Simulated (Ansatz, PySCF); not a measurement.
Gas-phase reaction in SMILES: CCS [ethanethiol] + H+ -> CC[SH2+]
Each molecule is optimised on its own at B3LYP-D3(BJ)/def2-TZVP (Ansatz, a quantum-chemistry and plane-wave program), one conformer each, not searched for the lowest.

Property: proton affinity (0 K, with B3LYP-D3(BJ) harmonic zero-point energies from PySCF), positive where the reaction releases energy, in eV. Correlated levels leave the core frozen unless marked. No spin-orbit coupling. Non-relativistic. CBS marks a two-point X^-3 extrapolation of the correlation energy; Hartree-Fock from the larger set. The bracket is a focal-point correction in the basis named.

| level | program | proton affinity (eV) |
|---|---|---|
| HF/6-31G* | Ansatz | 8.06 |
| PBE/def2-TZVPD | Ansatz | 8.21 |
| BLYP/def2-TZVPD | Ansatz | 8.21 |
| PBE0/6-31G* | Ansatz | 8.10 |
| PBE0/def2-TZVP | Ansatz | 8.24 |
| r2SCANh-D4/def2-TZVPD | Ansatz + dftd4 | 8.23 |
| SCS-MP2/6-31G | Ansatz | 7.61 |
| CCSD/cc-pV(D+d)Z | Ansatz | 8.33 |
| CCSD(T)/6-31G | Ansatz | 7.66 |
| RI-MP2/CBS(cc-pV(T+d)Z,cc-pV(Q+d)Z)+[CCSD(T)-MP2]/cc-pV(T+d)Z | Ansatz | 8.16 |
